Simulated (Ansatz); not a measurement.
A nudged elastic band was laid between two geometries of CH$_{2}$NO (5 atoms, charge 0, multiplicity 2).

These are results of UKS PBE0/def2-SVP (Ansatz 0.2.0), not measurements.

| Property | Result |
| --- | --- |
| movable images | 2 |
| climbing image | yes |
| spring | 5.0 eV/Å² |
| optimiser | quadratic models (default) |
| start path | through a guess of the saddle point |
| force threshold | 0.03 eV/Å |
| iteration limit | 60 |
| end points | relaxed |

Initial state:

```xyz
5
Properties=species:S:1:pos:R:3
N -0.907 -0.211 -0.260
C 0.164 0.424 -0.274
O 1.256 0.221 0.419
H -1.641 0.117 -0.885
H 1.129 -0.552 1.000
```

Final state:

```xyz
5
Properties=species:S:1:pos:R:3
N -0.886 0.352 -0.718
C 0.268 0.602 -0.372
O 1.176 0.131 0.455
H -1.393 -0.440 -0.303
H 0.836 -0.646 0.938
```

Problem. What changes between the two ends?

Solution. No bond is made or broken. The dihedral H4–N1–C2–O3 changes from -180 to 0° by way of a nearly straight angle H4–N1–C2 (up to 175°), not by a turn about the bond.

Problem. What energy profile does the band end with?

Solution. It converged. The highest image is number 2 of 0 to 3, 0.68 eV above the first end and 0.30 eV above the last; the last end lies 0.38 eV above the first. Another band between the same ends (9 images) ends at a top of the same energy, where a vibrational analysis finds 1 clearly imaginary mode. So few images can step over the top or miss a turn of the path.

```
image  path coordinate (Å)  energy (eV)  angle H4–N1–C2 (°)
    0                 0.00         0.00                 117
    1                 0.37         0.28                 144
    2                 0.74         0.68                 175
    3                 1.35         0.38                 120
```

Problem. What is the geometry of the highest image?

Solution. 
```xyz
5
Properties=species:S:1:pos:R:3
N -0.838 0.148 -0.496
C 0.238 0.636 -0.223
O 1.258 0.209 0.516
H -1.698 -0.323 -0.676
H 1.040 -0.670 0.879
```

The run took 42 s on 1 CPU thread of a shared host.
